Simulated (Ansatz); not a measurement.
A made-up structure of AlSiH3F (charge +1), closed shell:

F1  (-1.928, -0.882, 0.550)
Al2  (-0.554, -1.224, -0.257)
Si3  (0.604, 1.000, 0.137)
H4  (0.009, -2.438, -1.047)
H5  (0.445, 2.208, -0.710)
H6  (-1.707, -1.651, 0.983)
(Å)

It is relaxed with PBE-D4/def2-SVP and then PBE0-D4/def2-TZVP (Ansatz 0.2.0). Atoms count as bonded within 1.22 times the sum of their covalent radii (H–H: 0.88 Å). The end point is not checked to be a true minimum.

Question: Does its bonding change? (Judge from chemistry; the calculation decides.)

Answer: By the calculation: Yes. Formed: none; broken: Al2–H6.

Where it ends: The first stage lowers the energy by 3.23 eV in 15 steps. It ends as AlSiH₃F ([FH][AlH][SiH]), total charge +1:
F1  (-1.681, -1.083, 0.816)
Al2  (-0.042, -0.903, -0.351)
Si3  (0.996, 1.314, 0.260)
H4  (-0.194, -2.309, -1.047)
H5  (0.070, 1.799, -0.862)
H6  (-2.280, -1.805, 0.840)
(Å)

Labels in which every atom is bracketed show which atoms are joined, not bond orders.

For scale, one of the runs: PBE0-D4/def2-TZVP relaxation, 123 basis functions, launched by `ansatz run in.yaml --threads 2 --pin off --events-out ev --progress --plain --max-ram 4352MiB`. Hardware: 2 CPU threads of an Arm Neoverse V1, shared host. Wall time about 13 s.
